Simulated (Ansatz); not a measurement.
Ansatz (a first-principles code) input (MP2/LANL2DZ): The .json file is the Basis Set Exchange's LANL2DZ.

Ansatz 0.2 input:
```yaml
crystal:
  periodic: [false, false, false]
  atoms:
    - {symbol: C, position_ang: [-0.00000000, -0.00000000, -1.11416072]}
    - {symbol: S, position_ang: [0.00000000, 0.00000000, 0.41781027]}
basis:
  gaussian:
    orbitals: LANL2DZ.json
magnetization: {spin_polarized: false}
correlation: {method: mp2, electrons: outside_noble_gas}
```

Task: What final total energy does it give?

Result: -47.78219 Eh.
